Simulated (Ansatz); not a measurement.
# C2H5FS2: a ladder of functionals and wavefunction methods

The task here is to estimate one member of a computed series from the others.

Method: functionals in def2-TZVPP, the program's frozen cores in correlated methods; program: Ansatz 0.2.0, Gaussian basis.

Plan: PBE-D4, r2SCAN-D4, PBE0-D4, B3LYP-D4, ωB97X-V, ωB97M-V, B2PLYP; CCSD(T)/def2-TZVPP; MP2/def2-QZVPP; extrapolation to the limit.

## The geometry

All runs share one geometry, relaxed beforehand with PBE0-D4 in a triple-zeta def2 set.

SMILES `CC(F)(S)S`, 10 atoms, charge 0, spin multiplicity 1.

Atoms are counted from 1 here; the program's logs count them from 0.

Bond lengths: C1–C2 1.508 Å, C1–H6 1.089 Å, C1–H7 1.093 Å, C1–H8 1.091 Å, C2–F3 1.379 Å, C2–S4 1.829 Å, C2–S5 1.806 Å, S4–H9 1.342 Å, S5–H10 1.347 Å. Angles: C2–C1–H6 110.6°, C2–C1–H7 109.7°, C2–C1–H8 109.3°, H6–C1–H7 108.9°, H6–C1–H8 109.3°, H7–C1–H8 109.0°, C1–C2–F3 108.0°, C1–C2–S4 113.5°, C1–C2–S5 113.8°, F3–C2–S4 103.8°, F3–C2–S5 110.1°, S4–C2–S5 107.0°, C2–S4–H9 95.1°, C2–S5–H10 96.2°.

Set-up of the first run:

The input, in.yaml:

```yaml
crystal:
  periodic: [false, false, false]
  atoms:
    - {symbol: C, position_ang: [0.083683, -1.026554, -0.006910]}
    - {symbol: C, position_ang: [-0.203218, 0.413671, -0.348020]}
    - {symbol: F, position_ang: [-0.458147, 0.487445, -1.701123]}
    - {symbol: S, position_ang: [-1.733704, 1.055679, 0.421560]}
    - {symbol: S, position_ang: [1.129240, 1.548777, 0.096747]}
    - {symbol: H, position_ang: [0.260865, -1.139557, 1.061740]}
    - {symbol: H, position_ang: [0.969814, -1.363429, -0.550072]}
    - {symbol: H, position_ang: [-0.768051, -1.642313, -0.299113]}
    - {symbol: H, position_ang: [-1.333543, 0.837973, 1.683650]}
    - {symbol: H, position_ang: [2.136061, 0.777108, -0.355561]}
basis:
  gaussian: {orbitals: def2-TZVPP}
hamiltonian: {xc: pbe, dispersion: d4}
output: {forces: true, orbitals: {seedname: orbitals}}
```

Run with:

```
ansatz run in.yaml --threads 4 --pin off --events-out ev --progress --plain --max-ram 10444MiB
```

Among the steps run: PBE-D4 (GGA); r2SCAN-D4 (meta-GGA); PBE0-D4 (hybrid); B3LYP-D4 (hybrid); ωB97X-V (range-separated); ωB97M-V (range-separated); B2PLYP (double hybrid); CCSD(T) in def2-TZVPP; MP2 in def2-QZVPP.

One of the session's tables, all rows but one given; the rest of the session is left out.

| method | atomisation energy (kcal/mol) |
| --- | --- |
| PBE-D4 | 860.3 |
| r2SCAN-D4 | 840.6 |
| PBE0-D4 | 841.0 |
| B3LYP-D4 | ? |
| ωB97X-V | 840.6 |
| ωB97M-V | 842.2 |
| B2PLYP | 822.7 |
| HF/def2-TZVPP | 584.4 |
| MP2/def2-TZVPP | 827.8 |
| CCSD/def2-TZVPP | 796.0 |
| CCSD(T)/def2-TZVPP | 811.8 |
| MP2/CBS | 852.6 |
| CCSD(T)/CBS | 836.6 |

Estimate the missing values for B3LYP-D4.

The run gave: atomisation energy (kcal/mol): 832.7. In the column «atomisation energy (kcal/mol)» it lies between MP2/def2-TZVPP (827.8) and CCSD(T)/CBS (836.6).

Caveats from the session: Free atoms (2 C, 1 F, 2 S, 5 H) were run apart at each level; the atomisation energy is their sum less the molecule, without zero-point or spin-orbit terms.
